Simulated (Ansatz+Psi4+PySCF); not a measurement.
The numbers below are computed, except where a source is named.
Input for Ansatz (development build ahead of 0.2.0):

```yaml
crystal:
  periodic: [false, false, false]
  atoms:
    - { symbol: C, position_ang: [-0.00039, 0.00272, -0.00962] }
    - { symbol: O, position_ang: [1.04698, 0.00202, 0.66505] }
    - { symbol: O, position_ang: [-1.05137, 0.00934, 0.67377] }
    - { symbol: H, position_ang: [-0.00233, 0.00736, -1.10636] }
basis:
  gaussian: { orbitals: cc-pVTZ }
magnetization:
  initial_magnetization: 1
hamiltonian:
  xc: hf
correlation:
  method: mp2
  frozen_orbitals: { C: 1, H: 0, O: 1 }
scf:
  omitted_lower_state_checks: [stability, starts, atomic_configurations, cluster_reference, orbital_swaps, given_window_search, neighbouring_geometries, increment]
```

The input is written out in the form of the current development build from the run's settings. Correlation on restricted open-shell orbitals is semicanonical, with singles.

The run gave:

- Converged: yes
- Reference energy: -188.18107 hartree
- Correlation energy: -0.58043 hartree
- Total energy: -188.76149 hartree
- Spin squared of the determinant: 0.750

Caution: large amplitudes, a single reference is doubtful.
